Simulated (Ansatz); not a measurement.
AlOH₃⁺, that is AlH2(OH) with one electron fewer. Charge 1, multiplicity 2. Geometry r2SCAN-D4/def2-TZVP, that of the neutral singlet; atoms count from 1.

```xyz
5

Al   -0.251   -0.423    0.145
H     0.645   -0.967    1.332
H    -1.570   -1.116   -0.366
O     0.197    0.999   -0.667
H     0.979    1.506   -0.444
```

Problem. Estimate the Mulliken populations from the PBE0/def2-TZVP orbitals of Ansatz.

Solution. 
| atom | charge (e) | spin (α − β) |
| --- | --- | --- |
| Al1 | 0.66 | 0.10 |
| H2 | 0.19 | 0.40 |
| H3 | 0.14 | 0.26 |
| O4 | -0.36 | 0.24 |
| H5 | 0.38 | 0.00 |
Mulliken values depend strongly on the basis.

Problem. Where does the spin sit?

Solution. Summed by element: Al 0.10, H 0.67, O 0.24, of 1 unpaired in all. Largest on single atoms: H2 0.40, H3 0.26, O4 0.24.

Problem. And the Mayer bond orders between heavy atoms (over 0.3)?

Solution. Al1–O4 1.34 (1.70 Å).
